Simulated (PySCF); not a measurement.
Spin states of Li₂

Unrestricted PBE0; Li 3-21G; no relativity (PySCF 2.14). Outer shells of the fragments: Li 2s1; Li 2s1.

Followed along the bond (rough minima from three points):

```csv
2Ms+1,unpaired,⟨S²⟩ at the start,R at minimum (Å),Te (eV)
1,none,0.00,2.76,0.00
3,"σ ↑, π ↑",2.00,2.64,1.22
3,σ ↑↑,2.00,none in the scan,≤ 0.85
```

Solutions found at the starting distance of 2.570 Å, counted from the lowest of them; the search is not exhaustive and high or unbound solutions are not listed, so other states can lie among these:

```csv
2Ms+1,unpaired,term,E (eV),⟨S²⟩,⟨Lz²⟩
1,none,¹Σ⁺,0.00,0.00,0.00
3,σ ↑↑,³Σ⁺,1.06,2.00,0.00
3,"σ ↑, π ↑",³Π,1.19,2.00,1.00
1,"σ ↑, π ↓",mixed,1.68,1.00,1.00
```

A term symbol is given only where ⟨S²⟩ and ⟨Lz²⟩ are close to those of a pure state; real π, δ and φ orbitals otherwise mix terms, and g/u labels are left off.

The measured ground state is X ¹Σg+ (Huber and Herzberg, Constants of Diatomic Molecules (1979)).

Counting both spins, an empty level lies below a filled one in some of these solutions, because spin and occupation are held. 3-21G is very small, so such numbers show the basis as much as the molecule.
